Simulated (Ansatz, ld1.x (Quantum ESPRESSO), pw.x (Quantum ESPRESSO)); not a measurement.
# pw.x on fcc H: one setting changed

Potential: PAW, ld1.x (Quantum ESPRESSO) 7.5, LDA (PW92); core none, reference 1s1; waves: 1s (bound): rcut 1.20, rcutus 1.55 bohr; 1s channel at 0.5 Ry: rcut 1.20, rcutus 1.55 bohr; 2p channel at 0.45 Ry: rcut 1.05, rcutus 1.45 bohr; 2p channel at 2.7 Ry: rcut 1.05, rcutus 1.45 bohr; local part: all-electron potential smoothed inside 1.35 bohr (lloc = -1); core correction: none; augmentation: PSQ, inside the norm-conserving radii.

The reference run (k-mesh 18³, cutoffs 40/360 Ry, Fermi–Dirac 0.01 Ry, mixing_beta 0.4, conv_thr 1e-9, no spin) gives 0.14 GPa at 2.915 Å³/atom, where all-electron LAPW gives -0.13 GPa. This run, with its own iteration cap, changes k-mesh shift to 1.

```
&control
  calculation='scf', prefix='x', pseudo_dir='./', outdir='./tmp', tstress=.true., disk_io='none'
/
&system
  ibrav=0, nat=1, ntyp=1, ecutwfc=40, ecutrho=360, nbnd=7,
  occupations='smearing', smearing='fd', degauss=0.01
/
&electrons
  conv_thr=1e-09, mixing_beta=0.4, electron_maxstep=50
/
ATOMIC_SPECIES
H 1.0 H.UPF
CELL_PARAMETERS angstrom
  0.00000000 1.13379931 1.13379931
  1.13379931 0.00000000 1.13379931
  1.13379931 1.13379931 0.00000000
ATOMIC_POSITIONS crystal
H 0.0000 0.0000 0.0000
K_POINTS automatic
18 18 18 1 1 1
```

```bash
pw.x < H.scf.in > H.scf.out
```

Question: How does the run end?

Answer: It converges in 6 iterations; the free energy moves by +0.5 meV/atom and the pressure by -0.11 GPa.

```
Message from routine setup:
     using ibrav=0 with symmetry is DISCOURAGED, use correct ibrav instead
     lattice parameter (alat)  =       3.0301  a.u.
     unit-cell volume          =      19.6714 (a.u.)^3
     number of electrons       =         1.00
     number of Kohn-Sham states=            7
     kinetic-energy cutoff     =      40.0000  Ry
     charge density cutoff     =     360.0000  Ry
     scf convergence threshold =      1.0E-09
     Exchange-correlation= SLA  PW   NOGX NOGC
     number of k points=   570  Fermi-Dirac smearing, width (Ry)=  0.0100
     iteration #  1     ecut=    40.00 Ry     beta= 0.40
     total energy              =      -1.07234249 Ry
     estimated scf accuracy    <       0.00037500 Ry
     iteration #  2     ecut=    40.00 Ry     beta= 0.40
     total energy              =      -1.07213374 Ry
     estimated scf accuracy    <       0.00010286 Ry
     iteration #  3     ecut=    40.00 Ry     beta= 0.40
     total energy              =      -1.07216298 Ry
     estimated scf accuracy    <       0.00000043 Ry
     iteration #  4     ecut=    40.00 Ry     beta= 0.40
     total energy              =      -1.07216277 Ry
     estimated scf accuracy    <       0.00000001 Ry
     iteration #  5     ecut=    40.00 Ry     beta= 0.40
     total energy              =      -1.07216283 Ry
     estimated scf accuracy    <          8.7E-09 Ry
     iteration #  6     ecut=    40.00 Ry     beta= 0.40
     the Fermi energy is     4.0146 ev
!    total energy              =      -1.07216283 Ry
     estimated scf accuracy    <          2.3E-10 Ry
     smearing contrib. (-TS)   =      -0.00042061 Ry
     convergence has been achieved in   6 iterations
          total   stress  (Ry/bohr**3)                   (kbar)     P=        0.28
     Message from routine punch:
     Nothing written, as per user request (disk_io='none')
```

The run took about 4.4 s on one core of a shared host (Neoverse-V1, 64 threads, 503 GiB, load 36).
